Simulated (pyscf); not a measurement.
PySCF, gas phase, ωB97X-D3(BJ)/def2-SVP geometries.

Problem. For the elementary gas-phase step CH₄ + [H₃C–Ga–F]• -> [H₃C–Ga–CH₃]• + HF (doublet surface; C–H, F–Ga broken, C–Ga, F–H formed), what barrier and reaction energy does M06-2X/def2-TZVP give, measured from the separated reactants?

Solution. ΔE‡ = 155.3 kJ/mol, ΔE = +142.5 kJ/mol. ωB97M-D3(BJ)/def2-TZVP gives 160.4 kJ/mol and +138.9 kJ/mol. Zero-point energy shifts the barrier by -5.4 kJ/mol. It is a four-centre exchange, with an imaginary mode of 1034i cm⁻¹. On the product side the descent ends in a complex, 20.3 kJ/mol under the separated species and 43.6 kJ/mol under the saddle at ωB97X-D3(BJ)/def2-TZVP. This is the saddle that the search found; another between the same sides may lie lower. Elements up to Kr have no core potential and no relativistic terms here.
